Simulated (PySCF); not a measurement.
Li₂Cl⁺: from structure and modes to constants

These are results of PBE0 in PySCF with Cl def2-TZVP, Li def2-TZVP; no relativity; density-fitted integrals, not measurements.

The singlet minimum has D∞h symmetry. Masses (u): Cl 34.96885, Li 7.01600.

```xyz
3
charge 1 multiplicity 1, angstrom
Cl    0.0000    0.0000    0.0000
Li    0.0000    0.0000    2.1315
Li    0.0000    0.0000   -2.1315
```

Harmonic wavenumbers (cm⁻¹): 33.9 (πu, ×2), 473.8 (σg+, ×1), 525.3 (σu+, ×1).

**Question.** Find the principal moments of inertia and the rotational constants. What kind of rotor is it?

**Answer.** About the centre of mass I = 63.751 u Å². With B = 16.8576/I this gives 0.2644 cm⁻¹. The molecule is linear.

**Question.** What is the harmonic zero-point energy?

**Answer.** Half the sum of all 4 wavenumbers, 1067/2 = 533 cm⁻¹, which is 6.4 kJ/mol (1 cm⁻¹ = 0.0119627 kJ/mol).

This need not be the most stable arrangement of these atoms.
